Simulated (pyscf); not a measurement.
PySCF, gas phase, ωB97X-D3(BJ)/def2-SVP geometries.

**Question.** `[SH][Zn][SH]` + `[CH3]` [doublet] → `[CH3][SH]` + `[SH][Zn]` [doublet]
Surface: doublet. Broken: S–Zn. Formed: C–S. Give ΔE‡ and ΔE from ωB97M-D3(BJ)/def2-TZVP, relative to the separated reactants.

**Answer.** ΔE‡ = 12.5 kcal/mol, ΔE = +4.3 kcal/mol. Zero-point energy shifts the barrier by +3.2 kcal/mol. It is a substitution at S, with an imaginary mode of 415i cm⁻¹. On the product side the descent ends in an adduct with a S–Zn contact, 11.5 kcal/mol under the separated species and 16.7 kcal/mol under the saddle at ωB97X-D3(BJ)/def2-TZVP. What is counted as broken (S–Zn) persists as a longer contact in the product adduct; parting that adduct is a step of its own. One saddle was located; it need not be the lowest between these sides. The angle at the attacked S is 173°. Elements up to Kr have no core potential and no relativistic terms here.
